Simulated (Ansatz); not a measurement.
Cost and result for the atomization energy of C₅H₁₀O₂ (`CC1CCOCO1`) (17 atoms, 17 bonds).

```xyz
17

C     1.673    0.211   -1.374
C     0.350    0.188   -0.653
C     0.442    0.617    0.803
C    -0.893    0.379    1.484
O    -1.319   -0.953    1.284
C    -1.387   -1.247   -0.077
O    -0.156   -1.137   -0.720
H     1.552   -0.118   -2.407
H     2.090    1.220   -1.375
H     2.382   -0.458   -0.881
H    -0.364    0.854   -1.170
H     1.218    0.026    1.299
H     0.722    1.673    0.872
H    -0.834    0.533    2.562
H    -1.650    1.071    1.081
H    -2.118   -0.573   -0.562
H    -1.709   -2.284   -0.168
```

Charge 0, multiplicity 1. The structure was optimised at the PBE0-D4/def2-TZVP level. Program: Ansatz. All runs use 2 threads of an AMD EPYC 7R13 on a shared host and a share of an NVIDIA H100 80 GB. Times are those of one run each, without the atoms' runs, and a repeat can differ threefold. Electronic energies, without spin–orbit coupling; frozen cores. CCSD(T)/CBS adds CCSD(T) − MP2 in def2-TZVPP to the MP2 limit, and its time is that of the two runs behind it. T1 = 0.011. B3LYP takes the VWN-RPA correlation (the form of Gaussian; ORCA's B3LYP/G).

CCSD(T)/CBS is a level of theory with its own doubt, some kJ/mol a heavy atom from the limit and from the frozen cores, so smaller differences don't rank the functionals.

| level | functions | wall time | atomization (kJ/mol) | difference from CCSD(T)/CBS | per bond |
| --- | --- | --- | --- | --- | --- |
| PBE0-D4/def2-TZVPP | 357 | 8 s | 6996.0 | 51.5 | 3.0 |
| B3LYP-D4/def2-TZVPP (with forces) | 357 | 8 s | 6934.7 | -9.8 | -0.6 |
| ωB97X-V/def2-TZVPP | 357 | 8 s | 6963.9 | 19.4 | 1.1 |
| PBE-D4/def2-TZVPP (with forces) | 357 | 9 s | 7124.0 | 179.5 | 10.6 |
| ωB97M-V/def2-TZVPP (with forces) | 357 | 9 s | 6967.4 | 22.9 | 1.4 |
| r2SCAN-D4/def2-TZVPP (with forces) | 357 | 10 s | 6967.6 | 23.1 | 1.4 |
| B2PLYP/def2-TZVPP | 357 | 12 s | 6869.7 | -74.8 | -4.4 |
| MP2/def2-QZVPP | 699 | 15 s | 6999.8 | 55.3 | 3.3 |
| CCSD(T)/def2-TZVPP | 357 | 26 s | 6781.5 | -163.0 | -9.6 |
| CCSD(T)/CBS(def2) | – | 40 s | 6944.5 | 0.0 | 0.0 |

The D4 term adds +57.0 kJ/mol with B3LYP and +30.2 kJ/mol with PBE0; it sums over pairs of atoms, weighted by their polarisabilities, and B3LYP, whose exchange is more repulsive, gets the larger term. In def2-TZVPP, CCSD(T) changes the Hartree–Fock value by +1737.1 kJ/mol (the triples alone add +103.8 kJ/mol) and MP2 by +1859.7 kJ/mol; breaking electron pairs costs correlation energy, which Hartree–Fock lacks. From PBE to PBE0 (25 % exact exchange), in def2-TZVPP and without D4, the atomization energy moves by −122.1 kJ/mol: exact exchange takes away binding that semilocal exchange gives to molecules.
